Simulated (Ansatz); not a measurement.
B$_{2}$H, quartet: the ladder up to full CI

Geometry: a point of a stretch scan, not a stationary point.

```xyz
3

B     0.0000    0.0000    0.2389
B     0.0000    0.0000   -1.6561
H     0.0000    0.0000    1.4172
```

Basis 6-31G; Ansatz 0.2.0. Only valence electrons are correlated (noble-gas cores frozen), which leaves 7 electrons in 18 orbitals. Prefix R: restricted or restricted open-shell reference; prefix U: unrestricted. Active spaces: valence = (7e, 9o) chosen from the atoms' valence shells; pair = (5e, 5o) about the gap.

Full CI is exact within this basis and frozen core; it isn't the basis-set limit. The frozen core follows each run's orbitals, which can shift R against U totals by a few meV.

For open shells CISD and CISDTQ are restricted-active-space CI with the open shells as a complete middle space.

The UHF ⟨S²⟩ is 3.761 and the ⟨S²⟩ of the determinant under UCCSD is 3.759. The T1 diagnostic (RCCSD) is 0.0412, the largest doubles amplitude (RCCSD) is 0.145 and the T1 diagnostic (UCCSD) is 0.0279.

```tsv
level	E − E(RHF) (eV)
UHF	-0.0595
RMP2	-2.1634
UMP2	-2.1908
RCCSD	-2.8338
UCCSD	-2.8371
RCCSD(T)	-2.9344
UCCSD(T)	-2.9356
```

Question: Estimate how far full CI in 6-31G lies from RCCSD(T). The table doesn't fix it; the size of (T) and the diagnostics are the guide.

Answer: Full CI in 6-31G lies 1.87 mEh below RCCSD(T), which is 51 % of the (T) step (-3.69 mEh). T1 is raised, a doubles amplitude is large, and the rest is a large part of (T). The miss exceeds 1 kcal/mol.

The other levels:

| level | E − E(full CI) (mEh) | share of correlation (%) | wall time |
| --- | --- | --- | --- |
| BCCD(T) | 1.99 | 98.18 | 0.6 s |
| RCCSDT | 0.75 | 99.32 | – |
| UCCSDT | 0.72 | 99.34 | – |
| CISDTQ | 0.23 | 99.79 | 4.3 s |
| RCCSDT(Q) | 0.25 | 99.77 | 2.1 s |
| UCCSDT(Q) | 0.23 | 99.79 | 2 s |
| RCCSDTQ | 0.05 | 99.96 | 13 s |
| UCCSDTQ | 0.03 | 99.97 | 13 s |
| CASSCF (valence space) | 23.47 | 78.61 | – |
| NEVPT2 (valence space) | 7.12 | 93.51 | 1.9 s |
| NEVPT4(SD) (valence space) | 1.06 | 99.03 | 3 s |
| MRCISD (valence space) | 0.52 | 99.52 | – |
| MRCISD+Q (valence space) | 0.17 | 99.84 | 3.2 s |

The correlation energy at full CI, counted from RHF, is -2.985 eV. That run took 4 s on 1 thread of Arm Neoverse V1, shared host over 331,072 determinants.

Run but not shown, since their state, orbitals or frozen core can't be matched to the reference's or they repeat it: CISD, CASSCF (pair space), NEVPT2 (pair space).

Times hold each run's SCF and search for its determinant on a shared host, so for small cases they say little of a method's own cost; they ran on 1 thread of Arm Neoverse V1. Some runs computed forces too.

The full-CI state has the irrep A2 of C2v, in the program's axes (one component, if the state is degenerate).

Natural occupations of full CI about the gap: 1.964 1.928 0.996 0.957 0.957 0.059 0.059 0.042 0.017 0.006; effectively unpaired electrons, Σ n²(2−n)², 3.05.
